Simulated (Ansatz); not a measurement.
`BBO` + H₂ → `BB` + H₂O at 298.15 K and 1 bar (hydrogenolysis of a B–O bond).

Computed with Ansatz on PBE0-D4/def2-TZVP structures; ΔE is electronic, products minus reactants. CCSD(T)/CBS adds triple-zeta CCSD(T) − MP2 to the extrapolated MP2 energy (def2 sets, frozen cores). This one scheme is used for every species. Each species was taken in one conformer, which may not be the lowest.

```
species  CCSD(T)/CBS energy (Eh)  H − E (kJ/mol)  S (J/(mol·K))
  `BBO`               -127.16606           137.4          269.0
     H₂                 -1.17544            35.1          130.4
   `BB`                -51.92346           113.4          231.9
    H₂O                -76.37941            66.4          188.7
```

H − E and S are ideal-gas, rigid-rotor, harmonic terms from PBE0-D4/def2-TZVP, for one conformer and one mirror image of each species. The MP2-based limit puts H₂ 0.8 mEh under its directly extrapolated value; such offsets cancel only in part. 1 Eh = 2625.50 kJ/mol, R = 8.31446 J/(mol·K).

Q: By hand: ΔE, ΔH, ΔS and ΔG.

A: ΔE = (-51.92346) + (-76.37941) − (-127.16606) − (-1.17544) = 0.03863 Eh = 101.4 kJ/mol. Δ(H − E) = 113.4 + 66.4 − 137.4 − 35.1 = 7.3, so ΔH = 108.7 kJ/mol. ΔS = 231.9 + 188.7 − 269.0 − 130.4 = 21.2 J/(mol·K). ΔG = 108.7 − 298.15 × (21.2)/1000 = 102.4 kJ/mol.

Q: By hand: the equilibrium constant, and the temperature at which ΔG would vanish if ΔH and ΔS stayed fixed.

A: log₁₀ K = −ΔG/(RT ln 10) = -17.9. ΔG = 0 at ΔH/ΔS = 5127 K, far beyond where these terms or the molecules hold.

ΔH outweighs TΔS. A doubt of 5 kJ/mol in ΔE shifts log₁₀ K by 0.9 here. Other conformers and mirror images would add mixing entropy, several J/(mol·K) or more a flexible species. These are equilibria of isolated gas molecules and say nothing of rates. Largest T1 diagnostic: 0.013 (customary marks: 0.02 for closed shells, 0.045 for open ones).
